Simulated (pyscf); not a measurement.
`[F][GeH]([F])[F]` + `[OH2]` -> `[FH]` + `[OH][GeH]([F])[F]` (four-centre exchange; singlet surface; F–Ge, H–O broken, F–H, Ge–O formed). PySCF, gas phase, ωB97X-D3(BJ)/def2-SVP geometries. Energies in eV from the separated reactants.

| level | barrier | reaction energy |
|---|---|---|
| ωB97X-D3(BJ)/def2-TZVP | (withheld) | +0.20 |
| r²SCAN/def2-TZVP | 0.42 | +0.24 |
| PBE0-D3(BJ)/def2-TZVP | 0.48 | +0.19 |
| M06-2X/def2-TZVP | 0.49 | +0.20 |
| ωB97M-D3(BJ)/def2-TZVP | (withheld) | (withheld) |
| HF/def2-TZVP | 1.19 | +0.24 |

Question: What belongs in the gaps?

Answer: 
- ωB97X-D3(BJ)/def2-TZVP, barrier: 0.55
- ωB97M-D3(BJ)/def2-TZVP, barrier: 0.57
- ωB97M-D3(BJ)/def2-TZVP, reaction energy: +0.22

The functionals in the table span 0.14 eV in this barrier, from r²SCAN to ωB97M-D3(BJ)/def2-TZVP. On the reactant side the descent ends in a complex, 0.19 eV under the separated species and 0.75 eV under the saddle at ωB97X-D3(BJ)/def2-TZVP. On the product side the descent ends in a complex, 0.28 eV under the separated species and 0.64 eV under the saddle at ωB97X-D3(BJ)/def2-TZVP. This is the saddle that the search found; another between the same sides may lie lower. Elements up to Kr have no core potential and no relativistic terms here.
